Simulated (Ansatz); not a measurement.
Input for Ansatz (development build ahead of 0.2.0):

```yaml
crystal:
  periodic: [false, false, false]
  atoms:
    - { symbol: "N", position_ang: [0.0, 0.0, -0.51041] }
    - { symbol: "N", position_ang: [0.0, 0.0, 0.51041] }
basis:
  gaussian: { orbitals: cc-pVDZ }
total_charge: 1
magnetization:
  spin_polarized: true
  initial_magnetization: 1
hamiltonian:
  xc: hf
```

The input is written out in the form of the current development build from the run's settings.

Output:

```json
{"Converged": "yes", "Total energy": "-108.37705 hartree", "Spin squared of the determinant": "0.896"}
```

Caution: the unrestricted determinant is spin contaminated.
